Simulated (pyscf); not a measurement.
GaH₃ + HCl -> GaH₃ + HCl (four-centre exchange; singlet surface; Ga–H, Cl–H broken, Ga–H, Cl–H formed). Structures and frequencies: ωB97X-D3(BJ)/def2-SVP in PySCF. MP2 and CC: frozen core, UHF for open shells. ΔMP2 is the change of the MP2 total energy from the triple- to the quadruple-zeta basis. Energies in kcal/mol from the separated reactants.

```
level                             barrier  reaction energy
--------------------------------  -------  ---------------
ωB97X-D3(BJ)/def2-TZVP               82.3              0.0
B3LYP-D3(BJ)/def2-TZVP               74.3              0.0
PBE0-D3(BJ)/def2-TZVP                74.3              0.0
ωB97M-D3(BJ)/def2-TZVP               82.6              0.0
CCSD/def2-TZVPP                      83.7              0.0
CCSD(T)/def2-TZVPP                   79.2              0.0
CCSD(T)/def2-TZVPP + ΔMP2(QZVPP)     77.7              0.0
```

On the reactant side the descent ends in an adduct with a Cl–Ga contact, 7.3 kcal/mol under the separated species and 89.7 kcal/mol under the saddle at ωB97X-D3(BJ)/def2-TZVP. On the product side the descent ends in an adduct with a Cl–Ga contact, 7.3 kcal/mol under the separated species and 89.7 kcal/mol under the saddle at ωB97X-D3(BJ)/def2-TZVP. The same reactants have a lower exit, to Cl–GaH₂ + H₂ (barrier +3.5 kcal/mol at ωB97M-D3(BJ), against +82.6 kcal/mol here). One saddle was located; it need not be the lowest between these sides. The CCSD(T) − MP2 part came from Ansatz, without density fitting, on the same reference. The frozen core leaves the outer d or s,p core shells of the metals and heavy elements correlated in the MP2 and CC values, and def2-TZVPP describes them poorly, which can shift differences by a few kcal/mol. Elements up to Kr have no core potential and no relativistic terms here.
